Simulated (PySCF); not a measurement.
How methods differ on the ionisation energy of Cl

Cl [Ne] 3s2 3p5 (2P) → Cl⁺ [Ne] 3s2 3p4 (3P), as a difference of total energies. Calculation: PySCF 2.14, in def2-TZVPPD; no relativity, point nucleus. Correlated levels: valence: [Ne] frozen; valence and next inner shell: 1s2 frozen. The calculations carry no spin-orbit coupling.

```tsv
method	ionisation energy (eV)
UHF	11.771
LDA	13.208
PBE	12.980
r2SCAN	13.022
B2PLYP	12.893
PBEsol	12.959
MN15	13.065
M06	12.899
SCS-MP2 (valence)	12.729
MP2 (valence and next inner shell)	12.743
SCS-MP2 (valence and next inner shell)	12.735
```

**Question.** Estimate what MP2 (valence) gives.

**Answer.** 12.731 eV, closest to SCS-MP2 (valence) among the rows shown.

**Question.** Estimate what PBE0 gives.

**Answer.** 12.962 eV, closest to PBEsol among the rows shown.

Errors of the correlated levels include the incompleteness of this basis and the frozen core.

For comparison: 12.974 eV (measured; NIST levels, between the centres of gravity of the two terms).
